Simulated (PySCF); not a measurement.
Molecule: `c1(N)cccs1`, C₄H₅NS.

Structure with atom numbers: `[NH2:1][c:2]1[cH:3][cH:4][cH:5][s:6]1`. Hydrogens are named by the atom that carries them.

Geometry PBE0-D3(BJ)/def2-SVP throughout; GIAO in PySCF 2.14, gas phase, one conformer, non-relativistic; equivalent atoms averaged; functional PBE0.

For orientation, pcSseg-1 gives these shifts δ (against NH3, TMS at the same level): N1 69.3, C2 160.4, C5 114.7, C4 131.2, C3 106.5, H(C4) 6.62, H(C5) 6.12, H(C3) 6.01, H(N1) 3.19 ppm.

A run gave: N1 33.4, C2 129.4, C5 109.0, C4 105.4, C3 90.0, H(C4) 5.76, H(C5) 5.75, H(C3) 4.84, H(N1) 2.56 ppm (shifts δ (against NH3, TMS at the same level)).

Which basis set was used in that run?
A. pcSseg-2
B. 6-311+G(2d,p)
C. cc-pVDZ
D. STO-3G

Answers

D. C2 tells them apart best: STO-3G gives 129.4, cc-pVDZ gives 154.4, pcSseg-2 gives 166.3, 6-311+G(2d,p) gives 159.3 ppm.
